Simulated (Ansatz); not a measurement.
# Worked example: GeH₂, triplet against GeH2⁻, doublet

Geometry (PBE0/def2-TZVPD stationary point of a doublet), kept for both states (GeH2⁻, doublet: B1; GeH2, triplet: B1):

```tsv
atom	x (Å)	y (Å)	z (Å)
Ge	0.0000	-0.0307	0.0000
H	0.0000	1.1080	-1.1584
H	0.0000	1.1080	1.1584
```

Basis aug-cc-pVDZ; Ansatz 0.2.0. Correlated methods freeze the noble-gas cores and the filled d shells of p-block atoms. R marks a restricted (for open shells ROHF) determinant. No spin–orbit coupling is included, and no scalar relativity.

Full CI is exact within this basis and frozen core; it isn't the basis-set limit.

The highest occupied Kohn–Sham level of the anion is positive, up to +1.44 eV, so in those functionals the extra electron is held by the basis alone, which enters their differences from the reference.

```tsv
level	E(GeH2⁻, doublet) (hartree)	E(GeH2, triplet) (hartree)
RCCSD(T)	-2076.597725	-2076.510517
PBE	-2077.834223	-2077.738347
wB97M-V	-2078.027445	-2077.932337
full CI	-2076.598748	-2076.511325
```

Problem. Give the vertical gap, GeH2 triplet less GeH2⁻ doublet, at each level in eV (1 hartree = 27.2114 eV), and each error against full CI.

Solution. full CI: (-2076.511325 − (-2076.598748)) × 27.2114 = 2.379 eV (the reference)
wB97M-V: (-2077.932337 − (-2078.027445)) × 27.2114 = 2.588 eV, error 0.209 eV
PBE: (-2077.738347 − (-2077.834223)) × 27.2114 = 2.609 eV, error 0.230 eV
RCCSD(T): (-2076.510517 − (-2076.597725)) × 27.2114 = 2.373 eV, error -0.006 eV

Total energies of functionals can't be set beside those of wave-function methods, since they hold the core's correlation and their own absolute errors; only the differences compare.

In so small a basis the reference is far from its limit while semilocal and hybrid functionals are nearer theirs, so the functionals' errors here hold much of the reference's basis and frozen-core error, which can add to them or hide them.

Each level lands on the state that its own search finds. T1 diagnostics of restricted CCSD: 0.020 and 0.024.
